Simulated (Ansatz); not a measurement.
Stepwise reaction of `S[Si]S` with hydrogen fluoride, as a gas-phase model of exchange steps in deposition or etching. ΔE in kJ/mol; ΔG adds harmonic PBE0-D4 terms to CCSD(T)/CBS, at 1 bar.

Program: Ansatz. Geometries: PBE0-D4/def2-TZVP. ΔE: electronic, gas phase. CCSD(T)/CBS adds triple-zeta CCSD(T) − MP2 to the extrapolated MP2 energy (def2 sets, frozen cores). This one scheme is used for every species. Functionals use def2-TZVPP. B3LYP here is the variant with VWN-RPA as its local correlation; programs differ in this. Each species was taken in one conformer, which may not be the lowest.

```tsv
step	reaction	PBE-D4	B3LYP-D4	ωB97M-V	CCSD(T)/CBS	ΔG(400 K)
1	`S[Si]S` + H–F → `F[Si]S` + H₂S	-45.6	-60.9	-64.9	-53.7	-65.2
2	`F[Si]S` + H–F → `F[Si]F` + H₂S	-75.3	-90.5	-95.1	-88.6	-95.8
```

By hand: ΔE of the 2 steps together at CCSD(T)/CBS.

(-53.7) + (-88.6) = -142.3 kJ/mol, or -71.2 kJ/mol a step.

In ΔE each step is lower than the one before. All are downhill at CCSD(T)/CBS. ΔG lies between -95.8 and -65.2 kJ/mol a step. PBE-D4 differs from CCSD(T)/CBS by 8.1 to 13.3 kJ/mol a step. Isolated molecules leave out the surface, adducts and barriers. Largest T1 diagnostic: 0.015.
